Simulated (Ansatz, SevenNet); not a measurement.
**Elastic constant C12 of hcp Cd: levels of theory against measurement**

Reference value: 39.5 GPa (measured, temperature not stated, not corrected to a static lattice; as tabulated in Blaschke (2019), arXiv:1902.02451).

**Question.** Put these levels in order of the elastic constant C12 that they give for hcp Cd, smallest first: LDA (Ansatz, an electronic-structure program), PBE (Ansatz), SevenNet-l3i5 (SevenNet).

**Answer.** PBE (38.4 GPa), SevenNet-l3i5 (43.7 GPa), LDA (57.2 GPa)

Unless a cell is named, each level is at its own relaxed cell (SevenNet-l3i5 23.05, LDA 20.06, PBE 22.89 Å³/atom).

Differences against the reference: SevenNet-l3i5 +10.6 %, LDA +45 %, PBE -2.8 %.

The reference has no zero-point or thermal correction, while the calculations are for a static lattice, so the differences are not the levels' errors alone.  Each level is taken at its own relaxed cell. Ansatz's density-functional and Hartree–Fock values are scalar-relativistic unless marked +SOC, with PAW data made under PBE.

Machine-learned potentials (SevenNet-l3i5) are trained on DFT data, which may include these solids.

Differences are worked out from the printed values.
